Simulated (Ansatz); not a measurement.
# C₆H₆S: one species, many methods

Aim: compute C₆H₆S with functionals from several rungs and with coupled cluster. The yardstick is the atomisation energy at the CCSD(T) limit.

Computed with Ansatz 0.2.0, Gaussian basis. Level: functionals in def2-TZVPP, the program's frozen cores in correlated methods.

The runs, in order: LDA (SPW92), PBE-D4, revPBE-D4, BLYP-D4, r2SCAN-D4, B97M-V, PBE0-D4, B3LYP-D4, r2SCANh-D4, r2SCAN0-D4, HSE06-D4, BHLYP-D4, CAM-B3LYP-D4, LC-ωPBE, ωB97X-V, ωB97M-V, B2PLYP, PBE-QIDH; CCSD(T)/def2-SVP; CCSD(T)/def2-TZVPP; MP2/def2-QZVPP; extrapolation to the limit; RPA on PBE.

## 1. Structure used throughout

All runs share one geometry, relaxed beforehand with PBE0-D4 in a triple-zeta def2 set.

SMILES `Sc1ccccc1`, 13 atoms, charge 0, spin multiplicity 1.

Atoms are counted from 1 here; the program's logs count them from 0.

Bond lengths: S1–C2 1.758 Å, S1–H8 1.341 Å, C2–C3 1.393 Å, C2–C7 1.392 Å, C3–C4 1.385 Å, C3–H9 1.084 Å, C4–C5 1.387 Å, C4–H10 1.084 Å, C5–C6 1.387 Å, C5–H11 1.083 Å, C6–C7 1.385 Å, C6–H12 1.084 Å, C7–H13 1.084 Å. Angles: C2–S1–H8 96.7°, S1–C2–C3 117.7°, S1–C2–C7 122.9°, C3–C2–C7 119.4°, C2–C3–C4 120.1°, C2–C3–H9 119.9°, C4–C3–H9 120.0°, C3–C4–C5 120.5°, C3–C4–H10 119.3°, C5–C4–H10 120.1°, C4–C5–C6 119.3°, C4–C5–H11 120.4°, C6–C5–H11 120.3°, C5–C6–C7 120.6°, C5–C6–H12 120.1°, C7–C6–H12 119.3°, C2–C7–C6 120.0°, C2–C7–H13 120.1° and more.

## 2. LDA

This LDA is Slater exchange with PW92 correlation.

Contents of in.yaml:

```yaml
crystal:
  periodic: [false, false, false]
  atoms:
    - {symbol: S, position_ang: [-0.068250, -2.195037, 1.812519]}
    - {symbol: C, position_ang: [-0.001125, -0.836491, 0.698036]}
    - {symbol: C, position_ang: [1.218092, -0.179311, 0.551059]}
    - {symbol: C, position_ang: [1.326843, 0.897164, -0.312873]}
    - {symbol: C, position_ang: [0.227952, 1.331807, -1.039187]}
    - {symbol: C, position_ang: [-0.985201, 0.676654, -0.892063]}
    - {symbol: C, position_ang: [-1.104399, -0.401217, -0.029926]}
    - {symbol: H, position_ang: [-1.362253, -2.490837, 1.622140]}
    - {symbol: H, position_ang: [2.082421, -0.512663, 1.114667]}
    - {symbol: H, position_ang: [2.281701, 1.399577, -0.417744]}
    - {symbol: H, position_ang: [0.316423, 2.174221, -1.714467]}
    - {symbol: H, position_ang: [-1.852666, 1.005238, -1.453249]}
    - {symbol: H, position_ang: [-2.059139, -0.903905, 0.075688]}
basis:
  gaussian: {orbitals: def2-TZVPP}
hamiltonian: {xc: lda}
output: {orbitals: {seedname: orbitals}}
```

Run with:

```
$ ansatz run in.yaml --threads 2 --pin off --events-out ev --progress --plain --max-ram 22528MiB --backend cuda --devices 0, --max-vram 18GiB
```

After this run come: PBE-D4 (GGA); revPBE-D4 (GGA); BLYP-D4 (GGA); r2SCAN-D4 (meta-GGA); B97M-V (meta-GGA); PBE0-D4 (hybrid); B3LYP-D4 (hybrid); r2SCANh-D4 (hybrid); r2SCAN0-D4 (hybrid); HSE06-D4 (hybrid); BHLYP-D4 (hybrid); CAM-B3LYP-D4 (range-separated); LC-ωPBE (range-separated); ωB97X-V (range-separated); ωB97M-V (range-separated); B2PLYP (double hybrid); PBE-QIDH (double hybrid); CCSD(T) in def2-SVP; CCSD(T) in def2-TZVPP; MP2 in def2-QZVPP; RPA on PBE orbitals.

Before running them: what should the planned runs give, taken together? Wanted: atomisation energy, CCSD(T)/CBS; farthest beyond LDA; mean size of error, GGA; mean size of error, meta-GGA; mean size of error, hybrid; mean size of error, range-separated; mean size of error, double hybrid; gap, smallest and largest; T1 diagnostic.

The runs gave:

| quantity | value |
| --- | --- |
| atomisation energy, CCSD(T)/CBS | 61.702 eV |
| functionals within 0.309 eV (0.5 %) | r2SCAN0-D4, LC-ωPBE, ωB97X-V, B2PLYP |
| farthest beyond LDA | PBE-D4 (+2.585 eV) |
| mean size of error, GGA | 1.329 eV |
| mean size of error, meta-GGA | 0.705 eV |
| mean size of error, hybrid | 0.877 eV |
| mean size of error, range-separated | 0.309 eV |
| mean size of error, double hybrid | 0.417 eV |
| gap, smallest and largest | 3.98 eV (LDA (SPW92)), 10.53 eV (LC-ωPBE) |
| T1 diagnostic | 0.0109 |
| triples share of the correlation energy | 5.1 % |

In words: The LDA atomisation energy is off by 10.083 eV (16 %): it overbinds. PBE-D4 misses by +2.585 eV. Double hybrids carry the basis error of their MP2 part in triple zeta, and no dispersion term here, so their miss is partly the set-up's. Taken by rung, range-separated functionals do best (0.309 eV on average) and GGA ones worst beyond LDA (1.329 eV). The gap between the best rungs is small, so their order is not settled. The reference freezes the cores and leaves out relativity and excitations past (T), so misses under about 0.309 eV can't be ranked. Hartree-Fock recovers 74 % of the binding; the rest is correlation. CCSD(T) in def2-SVP is off by -2.373 eV, worse than the median functional, from the basis alone. The gap grows from 4.0 to 10.5 eV across the functionals, mostly with the share of exact exchange. The restricted reference is unstable towards a spin-broken one.
